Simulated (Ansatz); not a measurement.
Two isomers of C2H2O3: A = `O=C1OCO1`, B = `O=COC=O`.

Gas-phase electronic energies from Ansatz, PBE0-D4/def2-TZVP geometries. CCSD(T)/CBS is the MP2 limit (def2-TZVPP, def2-QZVPP) plus CCSD(T) − MP2 in def2-TZVPP, frozen cores. DFT in def2-TZVPP. B3LYP here is the variant with VWN-RPA as its local correlation; programs differ in this. Each species was taken in one conformer, which may not be the lowest.

(1) Which isomer does CCSD(T)/CBS put lower? Give the gap. (Estimate.)

(2) Give E(B) − E(A) in kcal/mol with B3LYP-D4, B2PLYP, CCSD/def2-TZVPP, r2SCAN-D4, CCSD(T)/def2-SVP, PBE0-D4, ωB97M-V. (An estimate is asked.)

(3) Does the order hold for the free energy at 298.15 K (harmonic terms from PBE0-D4)? (Best estimate.)

Largest T1 diagnostic: 0.017.

Answers

(1) Ansatz gave: B, by 3.9 kcal/mol.

(2) Computed: B3LYP-D4 -6.6, B2PLYP -6.1, CCSD/def2-TZVPP -3.6, r2SCAN-D4 -2.8, CCSD(T)/def2-SVP -7.9, PBE0-D4 -0.5, ωB97M-V -3.1. None reverses the order clearly.

(3) Computed: Yes: G(B) − G(A) = -6.9 kcal/mol, for one conformer each.

From BLYP to BHLYP (50 % exact exchange), in def2-TZVPP and without D4, E(B) − E(A) moves by +4.4 kcal/mol. At CCSD(T), def2-SVP lies −4.0 kcal/mol from the extrapolated value and def2-TZVPP +0.1 kcal/mol.
